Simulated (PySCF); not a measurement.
Structure from 2D NMR

Compound of formula C₄H₇Cl. Correlations simulated from computed shifts and the bond graph:

HSQC (one-bond C–H):
```tsv
δH	δC
5.84	130.2
2.05	22.1
1.85	17.7
```

COSY cross peaks (H two or three bonds apart, from the bond graph; peaks can be absent where the dihedral angle is near 90°):
```tsv
δH	δH
5.84	1.85
```

HMBC (two and three bonds, from the bond graph):
```tsv
δH	δC
5.84	141.4, 22.1, 17.7
2.05	141.4, 130.2
1.85	141.4, 130.2
```

Carbons without hydrogens: δ 141.4.

Computed data (PySCF): GIAO PBE0/pcSseg-1 shieldings, structure optimised with GFN2-xTB. Single conformer, averaged over atoms made equivalent by symmetry, fast rotation or ring inversion, isolated molecule, non-relativistic Hamiltonian.

Chemical shifts δ = σref − σ; ¹H, ¹³C against TMS, all at this level.

Exchangeable hydrogens are left out of these lists.

Question: Work out the connectivity.

Answer: SMILES C/C=C(\C)Cl.

Atoms are numbered as in `[CH3:1]/[CH:2]=[C:3](\[CH3:4])[Cl:5]`; H(Xn) means a hydrogen on atom n.

1. δC 141.4 is C3, a fully substituted alkene carbon.
2. δC 130.2 is C2, an alkene CH (δH 5.84).
3. δC 22.1 is C4, an allylic methyl carbon (δH 2.05).
4. δC 17.7 is C1, an allylic methyl carbon (δH 1.85).
5. HMBC from δH 5.84 reaches the proton-free carbon C3.
6. HMBC from δH 2.05 reaches the proton-free carbon C3.
7. HMBC from δH 1.85 reaches the proton-free carbon C3.
8. COSY links 5.84–1.85.

Carbons that carry Cl, above all several Cl atoms, come out too deshielded, partly because spin–orbit coupling is missing. Shifts are as computed. Against solution values, carbons near 30 ppm lie about +3 ppm off and those near 130 ppm about +5 ppm; carbons on Cl a further +6 ppm. Of 1309 compounds with measured shifts, 239 miss one by over three times the rms of a fit or turn the order of signals round; such compounds aren't used in these exercises.
